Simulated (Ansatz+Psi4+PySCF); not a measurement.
**singlet CF₂O: levels of theory in one basis**

```yaml
atoms:
  - { symbol: O, position_ang: [0.0000, 0.0000, 1.3307] }
  - { symbol: C, position_ang: [0.0000, 0.0000, 0.1444] }
  - { symbol: F, position_ang: [0.0000, 1.0695, -0.6395] }
  - { symbol: F, position_ang: [0.0000, -1.0695, -0.6395] }
```

Basis set: cc-pVTZ (spherical functions). Correlated methods keep 4 orbitals frozen. Charge 0, multiplicity 1.

Computed with Ansatz (development build ahead of 0.2.0) and Psi4 1.11; each method stands on the lowest determinant of its kind that the runs found.

| method | E − E(RHF) (eV) | <S²> of the determinant |
| --- | --- | --- |
| RHF | 0.00 | 0.00 |
| RHF-MP2 | -23.97 | – |
| RHF-CCSD | -23.84 | – |

Q: What does RHF-CCSD(T) give on the same scale?

A: -24.73 eV.
